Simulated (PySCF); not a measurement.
The isolated species `CC(C)[NH3+]` is ionised with Al Kα (hν = 1486.6 eV). Calculated photoelectron kinetic energies of its computed core levels, recoil neglected:

```
line  kinetic energy (eV)
   1              1190.85
   2              1188.80
   3              1072.01
```

Level of theory: delta-SCF UKS SCAN, pcX-2 on the ionised atom, pcseg-1 elsewhere, spin-free X2C in PySCF 2.14.0.

Convert to binding energies and name the level and atom behind each line. Numbering: `[CH3:1][CH:2]([CH3:3])[NH3+:4]`.

Against the vacuum level, binding energy = hν − kinetic energy.

```json
{"line": "1", "binding energy (eV)": "295.75", "level": "C 1s", "atoms": "C1/C3", "environment": "methyl carbon"}
{"line": "2", "binding energy (eV)": "297.80", "level": "C 1s", "atoms": "C2", "environment": "sp3 carbon bound to nitrogen"}
{"line": "3", "binding energy (eV)": "414.59", "level": "N 1s", "atoms": "N4", "environment": "ammonium nitrogen"}
```

Where does line 1 move with hν = 800.0 eV?

To 800.0 − 295.75 = 504.25 eV; every photoline shifts by the change in photon energy, -686.6 eV.

Lowest listed C 1s: C1/C3, bonded to C and 3 H. Highest, 2.05 eV above it: C2, bonded to N, 2 C and H. Summing the Pauling electronegativity differences to the bonded atoms, each weighted by its formal bond order, gives -1.05 for the lowest site and +0.14 for the highest.

What is the longest wavelength that can ionise C 1s of C1/C3 vertically?

λ = hc/E = 12398.42 eV Å / 295.75 eV = 41.922 Å.

Other core shells, valence and Auger electrons aren't listed. The first atom of each set that the bonding makes equivalent was ionised and stands for the set. The species carries charge +1, so core ionisation leaves charge +2. Geometry: PBE0-D3(BJ)/def2-SVP; no solvent, vibrations or thermal averaging.

On one thread, x86-64 server (shared host), this took 28 s wall.
